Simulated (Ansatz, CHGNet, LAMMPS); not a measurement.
## α-quartz (SiO2): properties by level of theory

Reference values: lattice constant a 4.914 Å (measured, 298 K, not corrected to a static lattice; as tabulated in Sutter and Yavaş (2016), arXiv:1612.07049); lattice parameter c 5.405 Å (measured, 298 K, not corrected to a static lattice; as tabulated in Sutter and Yavaş (2016), arXiv:1612.07049).

```
level (code)                                  lattice parameter a (Å)  c axis length (Å)
--------------------------------------------  -----------------------  -----------------
ionic model catlow1992 (shell model, LAMMPS)                    4.834              5.345
CHGNet 0.3.0 (CHGNet)                                           5.091              5.542
LDA (Ansatz)                                                        …              5.365
rVV10 (Ansatz)                                                  4.920              5.434
```

Fill in the missing entries.


- LDA (Ansatz, a first-principles code), lattice parameter a (Å): 4.866

Differences from the reference values (errors of the level alone only where the reference is corrected to a static lattice):

```
level                   lattice constant a (%)  lattice parameter c (%)
----------------------  ----------------------  -----------------------
ionic model catlow1992                   -1.63                    -1.11
CHGNet 0.3.0                             +3.60                    +2.53
LDA                                      -0.98                    -0.74
rVV10                                    +0.12                    +0.54
```

Nearest: lattice constant a, not ranked (reference at room or unstated temperature); lattice parameter c, not ranked (reference at room or unstated temperature). Empirical potentials aren't ranked on values they can be fitted to.

Empirical potentials (ionic model catlow1992) are fitted to chosen data, which need not cover the solid at hand: agreement can be built in, and what lay outside the fit can be far off. Machine-learned potentials (CHGNet 0.3.0) are trained on DFT data, which may include these solids.

Ansatz's density-functional and Hartree–Fock values are scalar-relativistic unless marked +SOC, with PAW data made under PBE.

Differences are worked out from the printed values.

Static lattice: no zero-point or thermal effects.
